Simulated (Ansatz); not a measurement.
Results of r²SCAN+rVV10 in Ansatz (PAW) for diamond-structure Ge.

Numerical settings: plane-wave cutoff 600 eV, 10×10×10 k mesh, scalar-relativistic PAW data made under PBE.

Computed at the level's own relaxed cell.

Hill averages of the elastic tensor: K = 74.0 GPa, G = 55.7 GPa. Volume 22.604 Å³/atom, mean atomic mass 72.640 u.

### Question
Work out the density, the sound velocities of a polycrystal and the elastic Debye temperature at this level.

### Answer
ρ = 1.66054 × 72.640/22.604 = 5.336 g/cm³. v_l = √[(K + 4G/3)/ρ] = 5.271 km/s and v_t = √(G/ρ) = 3.231 km/s. The mean follows from 3/v_m³ = 1/v_l³ + 2/v_t³: v_m = 3.567 km/s. Θ_D = (ħ/k_B) v_m (6π²/V)^(1/3) = 76.38 K Å s/km × 3.567 × 1.3785 Å⁻¹ = 376 K, counting all atoms of the cell.

Ansatz is an electronic-structure program.
